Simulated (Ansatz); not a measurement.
# BH5SSi: the cost of one run

Program: Ansatz 0.2.0, driven from Python. The levels of theory stand in the script. These are calculated values, not measurements.

### Step 1. The structure

Bond lengths: B1–Si2 1.888 Å, Si2–S3 2.133 Å, B1–H4 1.127 Å, B1–H5 1.240 Å, Si2–H6 1.479 Å, Si2–H7 1.493 Å, S3–H8 1.348 Å. Angles: B1–Si2–S3 107.5°, B1–Si2–H6 110.5°, B1–Si2–H7 110.3°, S3–Si2–H6 110.3°, S3–Si2–H7 109.6°, H6–Si2–H7 108.6°, Si2–B1–H4 122.2°, Si2–B1–H5 120.2°, H4–B1–H5 117.6°, Si2–S3–H8 92.8°.

No structure file is read: the coordinates are typed or built in the script.

### Step 2. The script

The input, basis.py:

```python
# -*- coding: utf-8 -*-
"""How the energy of BH5SSi converges with the basis."""

import ansatz

geometry_ang = [
    ("B", (-0.9408, 0.3672, -0.8144)),
    ("Si", (0.6412, 0.3235, 0.2144)),
    ("S", (1.1023, -1.724, 0.5976)),
    ("H", (-1.4708, -0.5723, -1.1394)),
    ("H", (-1.4269, 1.4526, -1.1662)),
    ("H", (0.4522, 1.0546, 1.4856)),
    ("H", (1.7658, 0.9572, -0.5357)),
    ("H", (-0.031, -1.9159, 1.3022)),
]
mol = ansatz.Crystal.molecule()
for symbol, xyz in geometry_ang:
    mol = mol.atom(symbol, xyz)

base = mol.calculation().correlation("mp2")

energies = {}
for basis in ["cc-pVDZ", "cc-pVTZ"]:
    rep = base.basis(gaussian=basis).run(threads=1, backend="cpu").report
    size = rep["n_frozen"] + rep["n_occupied"][0] + rep["n_virtual"][0]
    energies[basis] = (rep["reference_energy_ev"] / 27.211386246, rep["free_energy_ev"] / 27.211386246)
    print(f"{basis:14s} {size:4d} orbitals  reference {energies[basis][0]:14.6f} Ha  total {energies[basis][1]:14.6f} Ha")

# two-point extrapolation: the basis-set error of the correlation energy falls as X^-3
small, large = (energies[b][1] - energies[b][0] for b in ("cc-pVDZ", "cc-pVTZ"))
limit = (3 ** 3 * large - 2 ** 3 * small) / (3 ** 3 - 2 ** 3)
print(f"correlation energy: {small:.6f} and {large:.6f} Ha, extrapolated {limit:.6f} Ha")
print(f"share caught by the larger set: {100 * large / limit:.1f} %")
```

### Step 3. The calls as engine input

The package turns the script's settings into the engine's input (first run):

```yaml
crystal:
  periodic: [false, false, false]
  atoms:
    - { symbol: B, position_ang: [-0.9408, 0.3672, -0.8144] }
    - { symbol: Si, position_ang: [0.6412, 0.3235, 0.2144] }
    - { symbol: S, position_ang: [1.1023, -1.724, 0.5976] }
    - { symbol: H, position_ang: [-1.4708, -0.5723, -1.1394] }
    - { symbol: H, position_ang: [-1.4269, 1.4526, -1.1662] }
    - { symbol: H, position_ang: [0.4522, 1.0546, 1.4856] }
    - { symbol: H, position_ang: [1.7658, 0.9572, -0.5357] }
    - { symbol: H, position_ang: [-0.031, -1.9159, 1.3022] }
basis:
  gaussian:
    orbitals: cc-pVDZ
correlation:
  method: mp2
```

### Step 4. Launch

Command:

```sh
$ python basis.py
```

Q: Estimate wall time and peak memory on 1 thread of AMD EPYC 7R43 (Zen 3), shared host.

About 3.7 s, with a peak of 0.34 GiB.
